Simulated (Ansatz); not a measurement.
I need a composite energy at a relaxed geometry of CH₂BN, SMILES BC#N. Use the Python package of Ansatz (0.2.0). Settings (for the species named): B3LYP, def2-SVP basis, multiplicity 1.

```xyz
5

B    -0.1880    0.4031   -0.3264
C     0.3549   -0.6971    0.4935
N     0.7747   -1.5545    1.1088
H    -0.7384    0.2199   -1.3449
H    -0.1534    1.5550    0.0276
```

Script `composite.py`:
```python
"""A composite energy for CH2BN: DFT geometry, MP2 basis limit, coupled-cluster correction."""

import itertools

import ansatz as az
from ase.data import atomic_numbers, covalent_radii
import numpy as np

geometry_ang = [
    ("B", (-0.188, 0.4031, -0.3264)),
    ("C", (0.3549, -0.6971, 0.4935)),
    ("N", (0.7747, -1.5545, 1.1088)),
    ("H", (-0.7384, 0.2199, -1.3449)),
    ("H", (-0.1534, 1.555, 0.0276)),
]
ch2bn = az.Crystal.molecule()
for symbol, xyz in geometry_ang:
    ch2bn = ch2bn.atom(symbol, xyz)

calc = (
    ch2bn.calculation()
    .basis(gaussian="def2-SVP")
    .functional("b3lyp")
)
symbols = [site.symbol for site in ch2bn.cartesian_sites]
start = np.array([site.position_ang for site in ch2bn.cartesian_sites], dtype=float)
r = calc.relax(force_tolerance=0.01).run(threads=1, backend="cpu").report
end = np.array(r["positions_ang"])
# pairs closer than 1.2 times the sum of covalent radii, before or after
radius = [covalent_radii[atomic_numbers[s]] for s in symbols]
span = lambda where, i, j: np.linalg.norm(where[i] - where[j])
bonded = [(i, j) for i, j in itertools.combinations(range(len(symbols)), 2) if min(span(start, i, j), span(end, i, j)) < 1.2 * (radius[i] + radius[j])]
print("pair        before    after (A)")
for i, j in bonded:
    print(f"{symbols[i]}{i}-{symbols[j]}{j}".ljust(10), f"{span(start, i, j):8.4f} {span(end, i, j):8.4f}")
for first, second in list(itertools.combinations(bonded, 2)):
    shared = set(first) & set(second)
    if shared and symbols[(j := shared.pop())] != "H":
        i, k = sorted((set(first) | set(second)) - {j})
        u, v = end[i] - end[j], end[k] - end[j]
        angle = np.degrees(np.arccos(np.clip(u @ v / np.linalg.norm(u) / np.linalg.norm(v), -1, 1)))
        print(f"final angle {symbols[i]}{i}-{symbols[j]}{j}-{symbols[k]}{k}: {angle:.2f} deg")

minimum = az.Crystal.molecule()
for symbol, place in zip(symbols, end):
    minimum = minimum.atom(symbol, place.tolist())
at_minimum = minimum.calculation()
# MP2 extrapolated to the basis limit, plus the small-basis difference CCSD(T) - MP2
level = lambda method, basis: at_minimum.basis(gaussian=basis).correlation(method).run(threads=1, backend="cpu").report
small, large, cluster = level("mp2", "cc-pVDZ"), level("mp2", "cc-pVTZ"), level("ccsd_t", "cc-pVDZ")
corr = lambda each: (each["free_energy_ev"] - each["reference_energy_ev"]) / 27.211386246
mp2_limit = (27 * corr(large) - 8 * corr(small)) / 19
pieces = {"HF / cc-pVTZ": large["reference_energy_ev"] / 27.211386246, "MP2 correlation, DZ-TZ limit": mp2_limit, "CCSD(T) - MP2 / cc-pVDZ": corr(cluster) - corr(small)}
for name, value in pieces.items():
    print(f"{name:32s} {value:14.6f} Ha")
print(f"{'sum':32s} {sum(pieces.values()):14.6f} Ha")
print("T1 diagnostic", round(cluster["correlation"]["coupled_cluster"]["t1_diagnostic"], 4))
```

```console
$ python composite.py
pair        before    after (A)
B0-C1        1.4756   1.5305
B0-H3        1.1721   1.2006
B0-H4        1.2056   1.2006
C1-N2        1.1358   1.1638
final angle C1-B0-H3: 119.10 deg
final angle C1-B0-H4: 119.12 deg
final angle B0-C1-N2: 179.99 deg
final angle H3-B0-H4: 121.78 deg
HF / cc-pVTZ                        -118.181672 Ha
MP2 correlation, DZ-TZ limit          -0.466955 Ha
CCSD(T) - MP2 / cc-pVDZ               -0.036278 Ha
sum                                 -118.684905 Ha
T1 diagnostic 0.0141
```

What to keep in mind:
- Total energies depend on the basis set; only differences at equal settings carry meaning.
- The sum leaves out core correlation, relativity, the Hartree-Fock basis error and zero-point energy; a DZ-TZ extrapolation is rough.
- b3lyp holds the VWN-RPA fit, as in Gaussian; the form of ORCA and Turbomole is b3lyp5.
- Inner cores stay frozen, so this is valence correlation.
- An extrapolation from small basis sets is rough.
- Run time: 11 s on 1 thread of Arm Neoverse V1, on a shared host, peak memory 0.22 GiB.
